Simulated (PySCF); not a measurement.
This PySCF input (PBE/aug-cc-pVDZ) gives -109.42244 Eh with 46 basis functions.

```python
import numpy as np, basis_set_exchange as bse
from pyscf import gto, scf, dft, df

basis = {'N': gto.basis.parse(bse.get_basis('aug-cc-pVDZ', elements=['N'], fmt='nwchem'))}
mol = gto.M(
    atom='''
    N    -0.00000000   -0.00000000   -0.54544247
    N     0.00000000    0.00000000    0.54544247
    ''',
    basis=basis,
    charge=0,
    verbose=4,
    max_memory=2160,
)
mf = dft.RKS(mol, xc='pbe')
mf.grids.level = 3
mf = mf.density_fit(auxbasis=df.autoaux(mol))
mf.conv_tol = 1e-9
mf.max_cycle = 100
print('smallest overlap eigenvalue', np.linalg.eigvalsh(mol.intor('int1e_ovlp'))[0])
mf.kernel()
dip = mf.dip_moment()
```

Change:
```diff
- basis = {'N': gto.basis.parse(bse.get_basis('aug-cc-pVDZ', elements=['N'], fmt='nwchem'))}
+ basis = {'N': gto.basis.parse(bse.get_basis('def2-QZVPPD', elements=['N'], fmt='nwchem'))}
```

What does the run give now?

-109.45852 Eh (PBE/def2-QZVPPD, 126 functions), a change of -36.08 mEh.
